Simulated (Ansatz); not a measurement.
# AlH2S (doublet): wave-function methods side by side, def2-TZVPP

An exercise on one series of results from a longer session: the logs are not shown, and one member is left open.

Method: def2-TZVPP, core rule «outside noble gas», up to 10 orbitals frozen; program: Ansatz 0.2.0, Gaussian basis.

The runs, in order: UHF; ROHF; CCSD(T) on UHF.

### What is computed

The geometry is a PBE0/def2-TZVP stationary point (not a proven minimum) of the parent state, kept for this charge and spin.

4 atoms, charge 0, spin multiplicity 2.

Atoms are counted from 1 here; the program's logs count them from 0.

Bond lengths: Al1–S2 2.200 Å, Al1–H3 1.767 Å, Al1–H4 1.767 Å. Angles: S2–Al1–H3 67.9°, S2–Al1–H4 67.9°, H3–Al1–H4 135.8°.

Set-up of the first run:

The input, in.yaml:

```yaml
crystal:
  periodic: [false, false, false]
  atoms:
    - {symbol: Al, position_ang: [0.000000, 0.000000, 1.177341]}
    - {symbol: S, position_ang: [0.000000, 0.000000, -1.022903]}
    - {symbol: H, position_ang: [0.000000, 1.636908, 0.512382]}
    - {symbol: H, position_ang: [0.000000, -1.636908, 0.512382]}
basis:
  gaussian: {orbitals: def2-TZVPP}
magnetization: {spin_polarized: true, initial_magnetization: 1}
hamiltonian: {xc: hf}
output: {orbitals: {seedname: orbitals}}
```

The run is started by

```sh
ansatz run in.yaml --threads 1 --pin off --events-out ev --progress --plain --max-ram 4096MiB --backend cpu
```

Steps of the session up to this table: UHF; ROHF; CCSD(T) on UHF.

One table of the session follows, with a row left open; its other results are not shown here.

| method | from UCCSD(T) (kcal/mol) |
| --- | --- |
| ROHF | +194.93 |
| UHF | ? |
| UMP2 | +38.02 |
| UCCSD | +9.95 |
| UCCSD(T) | 0 |

Q: Estimate the row for UHF from the others.

The run gave: from UCCSD(T) (kcal/mol): +186.10. In the column «from UCCSD(T) (kcal/mol)» it lies between UMP2 (+38.02) and ROHF (+194.93).

To keep in mind: The determinant is far from a pure spin state, so its energy mixes those of several spin states (harmless only where they are near-degenerate, as at dissociation).
